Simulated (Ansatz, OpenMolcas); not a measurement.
# Ansatz → OpenMolcas

This Ansatz 0.2.0 job computes AlH (SMILES [AlH]):

molecule.yaml:
```yaml
crystal:
  periodic: [false, false, false]
  atoms:
    - symbol: Al
      position_ang: [-0.000000, 0.000000, -0.025640]
    - symbol: H
      position_ang: [0.000000, -0.000000, 1.639110]
basis:
  gaussian: {orbitals: 3-21G.json}
accuracy: high
hamiltonian: {xc: {name: B3LYP}}
magnetization: {spin_polarized: false, initial_magnetization: 0}
```

```bash
$ ansatz run molecule.yaml --threads 1 --pin off --max-ram 3480MiB --events-out events.jsonl --progress --plain --runs-dir runs
```

(Basis files named in the input come from the Basis Set Exchange and aren't shown.)

The coordinates come from a PBE0-D4/def2-TZVP relaxation.

It gives a total energy of -241.650946 Eh.

Problem. Translate the job to OpenMolcas 26.06 as an input file of the program's own.

Solution. This input was run:

mol.input:
```
* AlH Kohn-Sham DFT

&GATEWAY
 BasLib=$CurrDir
 Coord
 2
 angstrom
 Al       0.000000       0.000000      -0.025640
 H        0.000000       0.000000       1.639110
 Basis=3-21G
 Group=NoSym

&SEWARD
 GridInput
 Grid=UltraFine
 End of Grid

&SCF
 KSDFT=B3LYP
 Thresholds=1e-10 1e-07 1e-07 1e-05
 PrOrbitals=1 1
```

```bash
$ export MOLCAS_MEM=1860
$ pymolcas mol.input > mol.log
```

(Basis files named in the input come from the Basis Set Exchange and aren't shown.)

Its energy is -241.650945 Eh, 0.001 mEh from the first.
